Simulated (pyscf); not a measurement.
**Four-centre exchange: `[F][Sb]([F])[F]` + `[Cl][Si]([Cl])([Cl])[Cl]` -> `[F][Sb]([F])[Cl]` + `[F][Si]([Cl])([Cl])[Cl]`**

Gas phase, singlet surface, charge 0. Bonds broken: Sb1–F2, Si5–Cl6. Bonds formed: Sb1–Cl6, F2–Si5. Single points on ωB97X-D3(BJ)/def2-SVP structures (PySCF, gas phase).

Transition state (Å):

```xyz
9

Sb     0.6918     1.8936     0.1626
F     -0.6379     0.2811    -0.5038
F      2.5072     1.7554     0.7753
F      1.3180     1.6294    -1.6223
Si    -1.4805    -0.6268     0.8450
Cl     0.5010    -0.2391     1.7563
Cl    -1.9122    -2.0630    -0.5509
Cl    -2.0766    -1.6881     2.5314
Cl    -2.6769     1.0470     1.0825
```

One imaginary mode, 77i cm⁻¹; descent along it reached the two sides named, in the forms told below.

```json
[
 {"bond": "Sb1–F2", "change": "breaks", "reactant side (Å)": "1.927", "saddle": "2.194", "product side": "2.9"},
 {"bond": "Si5–Cl6", "change": "breaks", "reactant side (Å)": "2.040", "saddle": "2.215", "product side": "3.6"},
 {"bond": "Sb1–Cl6", "change": "forms", "reactant side (Å)": "3.5", "saddle": "2.7", "product side": "2.353"},
 {"bond": "F2–Si5", "change": "forms", "reactant side (Å)": "3.1", "saddle": "1.831", "product side": "1.620"}
]
```

Electronic energies relative to the separated reactants (kcal/mol):

```csv
level,barrier,reaction energy,reverse barrier
ωB97X-D3(BJ)/def2-TZVP,16.0,-13.6,29.7
PBE/def2-TZVP,20.2,-13.1,33.3
r²SCAN/def2-TZVP,18.8,-14.3,33.1
B3LYP-D3(BJ)/def2-TZVP,18.8,-14.1,32.9
PBE0-D3(BJ)/def2-TZVP,18.1,-13.6,31.7
M06-2X/def2-TZVP,19.0,-14.5,33.5
ωB97M-D3(BJ)/def2-TZVP,20.6,-13.4,34.0
HF/def2-TZVP,39.0,-17.5,56.5
```

With ωB97M-D3(BJ)/def2-TZVP energies and thermal terms (ideal gas, 1 atm, RRHO with modes under 100 cm⁻¹ raised to 100, one conformer, R ln 2 for chiral ones without a mode under 150 cm⁻¹), in kcal/mol:

| T (K) | ΔH‡ | ΔG‡ | ΔH | ΔG |
|---|---|---|---|---|
| 298 | 21.1 | 33.4 | -13.2 | -14.7 |
| 600 | 21.7 | 45.6 | -13.3 | -16.2 |
| 900 | 22.3 | 57.4 | -13.3 | -17.7 |
| 1200 | 22.9 | 69.0 | -13.3 | -19.1 |

On the reactant side the descent ends in a complex, 4.8 kcal/mol under the separated species and 20.8 kcal/mol under the saddle at ωB97X-D3(BJ)/def2-TZVP. On the product side the descent ends in a complex, 4.5 kcal/mol under the separated species and 34.2 kcal/mol under the saddle at ωB97X-D3(BJ)/def2-TZVP. This is the saddle that the search found; another between the same sides may lie lower. Elements past Kr carry the def2 core potentials, without spin-orbit coupling.
